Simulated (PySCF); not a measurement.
```xyz
9

C     -0.8824    -0.3808    -0.0423
C      0.2266     0.6469     0.0372
S      1.8257     0.0605    -0.5833
H     -1.0126    -0.7364    -1.0658
H     -0.6610    -1.2460     0.5869
H     -1.8289     0.0483     0.2995
H      0.3543     1.0193     1.0552
H      0.0000     1.5118    -0.5910
H      1.9901    -0.9277     0.3110
```

Charge 0, multiplicity 1.

Q: Give the Mulliken and meta-Löwdin atomic charges from PySCF 2.14.0 with PBE0-D4/def2-TZVP.

A: 
```csv
atom,Mulliken (e),meta-Löwdin (e)
C1,-0.35,-0.34
C2,-0.19,-0.25
S3,-0.23,-0.10
H4,0.13,0.12
H5,0.11,0.12
H6,0.12,0.12
H7,0.13,0.12
H8,0.13,0.13
H9,0.14,0.09
```
